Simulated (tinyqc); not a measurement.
Inside a calculation. Method: geometry optimisation on the RHF/sto-3g surface (energies and gradients from PySCF), for BH3, spin multiplicity 1. Computed by tinyqc, a small Python program that keeps every step (integrals from PySCF). Settings: charge = 0, multiplicity = 1, basis = sto-3g, optimiser = bfgs, first Hessian = 0.3, largest step = 0.1, iteration cap = 30. Command: `OMP_NUM_THREADS=1 python tinyqc.py 27558 27559 out.jsonl` (the two numbers bound the seeds that draw the settings). One thread of a shared host (Intel(R) Xeon(R) Processor @ 2.60GHz), about 0.5 s of CPU time with the checks.

## Step 1: energy and gradient

positions at the start (bohr):
```
,x,y,z
1B,0.0643,0.0378,0.0321
2H,2.1524,-0.0132,0.0416
3H,-1.1376,1.9162,-0.0416
4H,-1.1471,-1.8822,-0.0831
```

Self-consistent energy and analytic gradient at these positions.

energy = -26.066238 hartree

gradient (hartree/bohr):
```
,x,y,z
1B,0.075135,0.014218,0.011231
2H,-0.042910,-0.001715,-0.003284
3H,-0.013802,0.007615,-0.003603
4H,-0.018423,-0.020118,-0.004344
```

## Step 1: move

Quasi-Newton step p = -H^(-1) g (first H = 0.3 times the unit matrix); steps longer than 0.1 bohr are cut back (factor 0.319 here).

positions after step 1 (bohr):
```
,x,y,z
1B,-0.0156,0.0227,0.0202
2H,2.1980,-0.0114,0.0451
3H,-1.1229,1.9081,-0.0377
4H,-1.1275,-1.8608,-0.0785
```

## Step 2: energy and gradient

As before.

energy = -26.070397 hartree

gradient (hartree/bohr):
```
,x,y,z
1B,-0.007127,0.002772,0.006801
2H,0.008248,-0.001627,-0.002189
3H,-0.001106,-0.002776,-0.002335
4H,-0.000014,0.001631,-0.002276
```

## Step 2: move

inverse Hessian in use (bohr^2/hartree):
```
,1,2,3,4,5,6,7,8,9,10,11,12
1,1.8326,-0.1769,-0.0199,0.9656,-0.0122,0.0006,0.2129,-0.2055,0.0024,0.3222,0.3946,0.0169
2,-0.1769,3.3201,0.0122,0.1216,-0.0048,-0.0046,0.0206,-0.0280,-0.0047,0.0347,0.0460,-0.0030
3,-0.0199,0.0122,3.3609,0.0276,-0.0065,-0.0088,-0.0057,-0.0100,-0.0094,-0.0020,0.0042,-0.0093
4,0.9656,0.1216,0.0276,2.7199,0.0045,-0.0051,-0.1415,0.1283,-0.0066,-0.2106,-0.2544,-0.0159
5,-0.0122,-0.0048,-0.0065,0.0045,3.3347,0.0020,0.0037,0.0000,0.0022,0.0040,0.0034,0.0023
6,0.0006,-0.0046,-0.0088,-0.0051,0.0020,3.3361,0.0026,0.0024,0.0030,0.0019,0.0002,0.0030
7,0.2129,0.0206,-0.0057,-0.1415,0.0037,0.0026,3.3058,0.0314,0.0026,-0.0438,-0.0557,0.0005
8,-0.2055,-0.0280,-0.0100,0.1283,0.0000,0.0024,0.0314,3.3071,0.0028,0.0457,0.0543,0.0048
9,0.0024,-0.0047,-0.0094,-0.0066,0.0022,0.0030,0.0026,0.0028,3.3366,0.0016,-0.0003,0.0032
10,0.3222,0.0347,-0.0020,-0.2106,0.0040,0.0019,-0.0438,0.0457,0.0016,3.2656,-0.0845,-0.0015
11,0.3946,0.0460,0.0042,-0.2544,0.0034,0.0002,-0.0557,0.0543,-0.0003,-0.0845,3.2296,-0.0041
12,0.0169,-0.0030,-0.0093,-0.0159,0.0023,0.0030,0.0005,0.0048,0.0032,-0.0015,-0.0041,3.3364
```

Quasi-Newton step p = -H^(-1) g (the inverse Hessian comes from BFGS updates; coordinates in the order x, y, z of each atom); steps longer than 0.1 bohr are cut back.

positions after step 2 (bohr):
```
,x,y,z
1B,-0.0108,0.0110,-0.0032
2H,2.1825,-0.0060,0.0525
3H,-1.1164,1.9149,-0.0298
4H,-1.1233,-1.8612,-0.0706
```

## Step 3: energy and gradient

As before.

energy = -26.070615 hartree

gradient (hartree/bohr):
```
,x,y,z
1B,0.000409,-0.006965,0.001923
2H,0.000981,-0.000397,-0.000639
3H,-0.003080,0.002347,-0.000752
4H,0.001690,0.005016,-0.000533
```

## Step 3: move

inverse Hessian in use (bohr^2/hartree):
```
,1,2,3,4,5,6,7,8,9,10,11,12
1,1.7788,0.0871,-0.0471,0.9782,-0.0079,0.0101,0.3149,-0.3048,0.0150,0.2615,0.2257,0.0220
2,0.0871,2.3488,-0.5668,-0.3379,0.1330,0.1780,-0.0495,0.4029,0.1846,0.3004,0.4486,0.2042
3,-0.0471,-0.5668,4.9172,0.9110,-0.3546,-0.5087,-0.9021,0.0643,-0.5562,0.0382,0.8572,-0.5189
4,0.9782,-0.3379,0.9110,3.2069,-0.1922,-0.2892,-0.6949,0.2210,-0.3185,-0.1569,0.3091,-0.3033
5,-0.0079,0.1330,-0.3546,-0.1922,3.4125,0.1139,0.2070,-0.0198,0.1246,-0.0069,-0.1924,0.1162
6,0.0101,0.1780,-0.5087,-0.2892,0.1139,3.4967,0.2894,-0.0201,0.1786,-0.0102,-0.2717,0.1668
7,0.3149,-0.0495,-0.9021,-0.6949,0.2070,0.2894,3.6848,0.1446,0.3127,0.0285,-0.3021,0.3001
8,-0.3048,0.4029,0.0643,0.2210,-0.0198,-0.0201,0.1446,3.1335,-0.0178,-0.0608,-0.1832,-0.0263
9,0.0150,0.1846,-0.5562,-0.3185,0.1246,0.1786,0.3127,-0.0178,3.5285,-0.0092,-0.2914,0.1825
10,0.2615,0.3004,0.0382,-0.1569,-0.0069,-0.0102,0.0285,-0.0608,-0.0092,3.2002,-0.2327,-0.0188
11,0.2257,0.4486,0.8572,0.3091,-0.1924,-0.2717,-0.3021,-0.1832,-0.2914,-0.2327,3.2603,-0.2941
12,0.0220,0.2042,-0.5189,-0.3033,0.1162,0.1668,0.3001,-0.0263,0.1825,-0.0188,-0.2941,3.5030
```

As before.

positions after step 3 (bohr):
```
,x,y,z
1B,-0.0117,0.0253,-0.0259
2H,2.1702,-0.0010,0.0598
3H,-1.1013,1.9115,-0.0217
4H,-1.1252,-1.8772,-0.0632
```

## Convergence

Stop when the largest gradient component is below 3e-5 hartree/bohr. The inverse Hessian follows the BFGS update with s = step, y = change of gradient.

Course of the optimisation:
```
step,E (hartree),largest gradient (hartree/bohr)
1,-26.066238,7.51e-02
2,-26.070397,8.25e-03
3,-26.070615,6.97e-03
4,-26.070590,9.65e-03
5,-26.070699,8.00e-04
6,-26.070702,3.22e-04
7,-26.070703,5.74e-05
8,-26.070703,9.67e-06
```

Final distances (angstrom):
```
pair,distance
2H-1B,1.1600
3H-1B,1.1599
3H-2H,2.0091
4H-1B,1.1599
4H-2H,2.0091
4H-3H,2.0091
```

Converged in 8 steps.
